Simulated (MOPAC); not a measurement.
MOPAC input (MNDO):

```
MNDO 1SCF GEO-OK AUX(PRECISION=9) THREADS=1
CH3NO

N    -1.06982458 1    0.19432482 1    0.10751560 1
C     0.27236484 1    0.31364904 1   -0.04785169 1
O     1.05073958 1   -0.61125119 1   -0.08188812 1
H    -1.47667231 1   -0.72197082 1    0.20424856 1
H    -1.66665177 1    1.00198023 1    0.12805939 1
H     0.59199050 1    1.36783209 1   -0.14270206 1
```

Output:

```
 *******************************************************************************
 **                                                                           **
 **                              MOPAC v23.2.5                                **
 **                                                                           **
 *******************************************************************************
 ** MOPAC's Digital Object Identifier: https://doi.org/10.5281/zenodo.6511958 **
 **                                                                           **
 ** Please cite the open-source release paper for use of this MOPAC version:  **
 ** J. E. Moussa and J. J. P. Stewart (2026)                                  **
 ** MOPAC: An open-source semiempirical molecular orbital program             **
 ** J. Open Source Softw., 11(119), 8025, https://doi.org/10.21105/joss.08025 **
 *******************************************************************************

                              MNDO CALCULATION RESULTS

 *******************************************************************************
 *  MNDO       - The MNDO Hamiltonian to be used
 *  GEO-OK     - OVERRIDE INTERATOMIC DISTANCE AND OTHER SAFETY CHECKS
 *  1SCF       - DO 1 SCF AND THEN STOP
 *  AUX        - OUTPUT AUXILIARY INFORMATION
 *******************************************************************************
MNDO 1SCF GEO-OK AUX(PRECISION=9) THREADS=1
 CH3NO

   ATOM   CHEMICAL          X               Y               Z
  NUMBER   SYMBOL      (ANGSTROMS)     (ANGSTROMS)     (ANGSTROMS)

     1       N         -1.06982458  *   0.19432482  *   0.10751560  *
     2       C          0.27236484  *   0.31364904  *  -0.04785169  *
     3       O          1.05073958  *  -0.61125119  *  -0.08188812  *
     4       H         -1.47667231  *  -0.72197082  *   0.20424856  *
     5       H         -1.66665177  *   1.00198023  *   0.12805939  *
     6       H          0.59199050  *   1.36783209  *  -0.14270206  *

          CARTESIAN COORDINATES

    NO.       ATOM           X           Y           Z

     1         N         -1.0698      0.1943      0.1075
     2         C          0.2724      0.3136     -0.0479
     3         O          1.0507     -0.6113     -0.0819
     4         H         -1.4767     -0.7220      0.2042
     5         H         -1.6667      1.0020      0.1281
     6         H          0.5920      1.3678     -0.1427

  H: (MNDO): M.J.S. DEWAR, W. THIEL, J. AM. CHEM. SOC., 99, 4899, (1977)
  C: (MNDO): M.J.S. DEWAR, W. THIEL, J. AM. CHEM. SOC., 99, 4899, (1977)
  N: (MNDO): M.J.S. DEWAR, W. THIEL, J. AM. CHEM. SOC., 99, 4899, (1977)
  O: (MNDO): M.J.S. DEWAR, W. THIEL, J. AM. CHEM. SOC., 99, 4899, (1977)

           Empirical Formula: C H3 N O  =     6 atoms

      MOLECULAR POINT GROUP   :   Cs

      RHF CALCULATION, NO. OF DOUBLY OCCUPIED LEVELS = 9

 -------------------------------------------------------------------------------
 MNDO 1SCF GEO-OK AUX(PRECISION=9) THREADS=1
 CH3NO

     1SCF WAS SPECIFIED, SO BFGS WAS NOT USED
     SCF FIELD WAS ACHIEVED

                              MNDO CALCULATION
                                                       MOPAC v23.2.5 Linux

          FINAL HEAT OF FORMATION =        -37.16337 KCAL/MOL =    -155.49153 KJ/MOL

          COSMO AREA              =         75.37 SQUARE ANGSTROMS
          COSMO VOLUME            =         56.40 CUBIC ANGSTROMS

          IONIZATION POTENTIAL    =         10.789464 EV
          HOMO LUMO ENERGIES (EV) =        -10.789  1.696
          NO. OF FILLED LEVELS    =          9
          MOLECULAR WEIGHT        =         45.0408         POINT GROUP:  Cs

          MOLECULAR DIMENSIONS (Angstroms)

            Atom       Atom       Distance
            H     5    O     3     3.16715
            H     6    H     4     2.86864
            H     4    N     1     0.00000

          SCF CALCULATIONS        =          1

   ATOM   CHEMICAL          X               Y               Z
  NUMBER   SYMBOL      (ANGSTROMS)     (ANGSTROMS)     (ANGSTROMS)

     1       N         -1.06982458  *   0.19432482  *   0.10751560  *
     2       C          0.27236484  *   0.31364904  *  -0.04785169  *
     3       O          1.05073958  *  -0.61125119  *  -0.08188812  *
     4       H         -1.47667231  *  -0.72197082  *   0.20424856  *
     5       H         -1.66665177  *   1.00198023  *   0.12805939  *
     6       H          0.59199050  *   1.36783209  *  -0.14270206  *

                             CARTESIAN COORDINATES

   1    N       -1.069824580     0.194324820     0.107515600
   2    C        0.272364840     0.313649040    -0.047851690
   3    O        1.050739580    -0.611251190    -0.081888120
   4    H       -1.476672310    -0.721970820     0.204248560
   5    H       -1.666651770     1.001980230     0.128059390
   6    H        0.591990500     1.367832090    -0.142702060

           Empirical Formula: C H3 N O  =     6 atoms

      MOLECULAR POINT GROUP   :   Cs

                  EIGENVALUES
 -43.12412 -34.76856 -23.34911 -19.24119 -17.44336 -15.26288 -14.71464 -11.01911
 -10.78946   1.69572   2.53507   3.81383   5.69300   6.37574   8.01633

              NET ATOMIC CHARGES AND DIPOLE CONTRIBUTIONS

  ATOM NO.   TYPE          CHARGE      No. of ELECS.   s-Pop       p-Pop
    1          N          -0.422911        5.4229     1.45898     3.96393
    2          C           0.376794        3.6232     1.19976     2.42345
    3          O          -0.369507        6.3695     1.88231     4.48719
    4          H           0.189722        0.8103     0.81028
    5          H           0.194982        0.8050     0.80502
    6          H           0.030920        0.9691     0.96908
 DIPOLE           X         Y         Z       TOTAL
 POINT-CHG.    -2.017     1.741     0.125     2.668
 HYBRID        -0.683     0.344     0.056     0.767
 SUM           -2.701     2.085     0.181     3.417

          ATOMIC ORBITAL ELECTRON POPULATIONS

     Atom    s        px        py        pz
    1  N   1.45898   1.08411   1.07459   1.80523
    2  C   1.19976   0.78851   0.88876   0.74617
    3  O   1.88231   1.55613   1.48692   1.44414
    4  H   0.81028
    5  H   0.80502
    6  H   0.96908

 **********************
 *                    *
 * JOB ENDED NORMALLY *
 *                    *
 **********************

 == MOPAC DONE ==
```
